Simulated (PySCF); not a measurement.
Ionisation and electron attachment of carbon monosulfide

System: carbon monosulfide, `[C-]#[S+]` (CS). Atom numbers as in the mapped SMILES `[C-:1]#[S+:2]`.

Level of theory: ωB97X-D3(BJ)/ma-def2-TZVP single points in PySCF, grid level 2; every species was optimised with PBE0-D3(BJ)/ma-def2-SVP. The prefix ma- adds one diffuse s and one diffuse p function on all atoms but H. Thermal corrections: PBE0-D3(BJ)/ma-def2-SVP frequencies, unscaled, ideal gas at 298.15 K and 1 bar, quasi-RRHO entropy.

Frontier levels of the parent: HOMO -11.56 eV, LUMO -0.17 eV.

Oxidation to the radical cation:
- Vertical ionisation energy (electronic): 11.64 eV
- Adiabatic ionisation energy (with zero-point energy): 11.55 eV
- Adiabatic, electronic part: 11.55 eV
- Vertical gap at the product's structure: 11.52 eV
- Inner reorganisation energy (four-point): 126 meV
- Relaxation of product / of parent: 96 / 29 meV
- ⟨S²⟩ of the product: 0.795
- Largest spin populations: C1 1.19, S2 -0.19
- Largest changes of atomic charge: S2 0.55, C1 0.45
- Distances that move most (Å): C1–S2 1.536 → 1.491
- Potential in DMF: 8.70 V absolute, 4.16 V against Fc+/Fc computed at 4.54 V (solvation -8 → -282 kJ/mol)

Reduction to the radical anion:
| Quantity | Value |
| --- | --- |
| Vertical electron affinity (electronic) | 0.12 eV |
| Adiabatic electron affinity (with zero-point energy) | 0.26 eV |
| Adiabatic, electronic part | 0.24 eV |
| Vertical gap at the product's structure | 0.54 eV |
| Inner reorganisation energy (four-point) | 420 meV |
| Relaxation of product / of parent | 121 / 300 meV |
| ⟨S²⟩ of the product | 0.757 |
| Largest spin populations | C1 0.84, S2 0.16 |
| Largest changes of atomic charge | S2 -0.55, C1 -0.45 |
| Distances that move most (Å) | C1–S2 1.536 → 1.634 |
| Potential in DMF | 2.83 V absolute, -1.71 V against Fc+/Fc computed at 4.54 V (solvation -8 → -254 kJ/mol) |

Solvents are IEF-PCM continua (electrostatics only, gas-phase structures); absolute potentials refer to an electron at rest in vacuum. Fc+/Fc in DMF, 4.54 V, is ωB97X-D3(BJ)/ma-def2-TZVP on PBE0-D3(BJ)/def2-SVP structures with GFN2-xTB thermal terms. Benchmark calculations put it near 5.0 V in acetonitrile and DMSO, so it is about 0.5 V low, and the value against it can read up to that much too high.

Measured values (NIST Chemistry WebBook, evaluated or the median of agreeing entries): adiabatic ionisation energy 11.33 eV (computed 11.55, difference 0.22); adiabatic electron affinity 0.20 eV (computed 0.26, difference 0.06).

Run with `OMP_NUM_THREADS=1 python redox_run.py task.json out` on 1 thread of Arm Neoverse V2, a shared host. Structures, frequencies and single points: 22 s of wall time.
